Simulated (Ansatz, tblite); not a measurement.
Removing and adding an electron: P4 (the lowest singlet isomer of a short search). Total charge 0; singlet. Geometry: B3LYP-D4/def2-TZVP. Ansatz, gas phase; energy differences of separate SCF runs; the oxidised species was run as a doublet alone; the reduced species was run as a doublet alone.

```xyz
4

P     0.811    0.974   -0.463
P     0.263   -0.223    1.304
P     0.212   -1.133   -0.701
P    -1.286    0.382   -0.140
```

The xTB rows come from tblite. Correlated methods freeze 20 core orbitals. In CCSD on the charge -1 doublet the largest single amplitude is 0.64, so its Hartree–Fock determinant may place the open shell otherwise than the density functionals do. HOMO above LUMO, or a gap near zero within one spin, warns that the state may not be the lowest or that an electron is smeared out. The structure comes from a short search, and lower isomers may exist.

Estimate orbital energies and vertical ionisation energies and electron affinities at: GFN1-xTB; GFN2-xTB; HF/def2-TZVPP; PBE-D4/def2-TZVP; PBE-D4/def2-TZVPD; r2SCAN-D4/def2-TZVP; r2SCAN-D4/def2-TZVPD; PBE0-D4/def2-TZVP; PBE0-D4/def2-TZVPD; MP2/def2-TZVPP; CCSD/def2-TZVPD; CCSD/def2-TZVPP; CCSD(T)/def2-TZVPD; CCSD(T)/def2-TZVPP.


| level | −HOMO (eV) | vertical IE (eV) | −LUMO (eV) | vertical EA (eV) | HOMO–LUMO gap (eV) | IE − EA (eV) | remarks |
| --- | --- | --- | --- | --- | --- | --- | --- |
| GFN1-xTB | 10.53 | 14.88 | 6.99 | 2.66 | 3.53 | 12.23 | – |
| GFN2-xTB | 11.10 | 13.61 | 7.68 | 5.50 | 3.42 | 8.11 | – |
| HF/def2-TZVPP | – | 8.75 | – | – | – | – | – |
| PBE-D4/def2-TZVP | 6.59 | 9.49 | 1.62 | – | 4.97 | – | gap within one spin near zero (+1 doublet) |
| PBE-D4/def2-TZVPD | 6.62 | – | 1.66 | -0.52 | 4.96 | – | HOMO above zero (-1 doublet), gap within one spin near zero (-1 doublet) |
| r2SCAN-D4/def2-TZVP | 6.85 | 9.60 | 1.48 | – | 5.37 | – | – |
| r2SCAN-D4/def2-TZVPD | 6.86 | – | 1.50 | -0.62 | 5.36 | – | HOMO above zero (-1 doublet) |
| PBE0-D4/def2-TZVP | 7.59 | 9.59 | 0.80 | – | 6.79 | – | – |
| PBE0-D4/def2-TZVPD | 7.61 | – | 0.84 | -0.65 | 6.77 | – | HOMO above zero (-1 doublet) |
| MP2/def2-TZVPP | – | 9.71 | – | – | – | – | – |
| CCSD/def2-TZVPD | – | – | – | -0.84 | – | – | HOMO above zero (-1 doublet), large T1 (0.109) (-1 doublet) |
| CCSD/def2-TZVPP | – | 9.52 | – | – | – | – | – |
| CCSD(T)/def2-TZVPD | – | – | – | -0.75 | – | – | HOMO above zero (-1 doublet), large T1 (0.109) (-1 doublet) |
| CCSD(T)/def2-TZVPP | – | 9.56 | – | – | – | – | – |

Run but left out: HF/def2-TZVPD, MP2/def2-TZVPD (charge -1 doublet: a determinant that CCSD turns far, T1 0.109).   A HOMO above zero means that the electron is unbound at that level or that self-interaction error raises the level; the energy of removing that electron tells which. Raw xTB energy differences between charge states are shifted by several eV; the methods need an empirical correction for them. A negative affinity means that the extra electron isn't bound; its size then hangs on the basis.
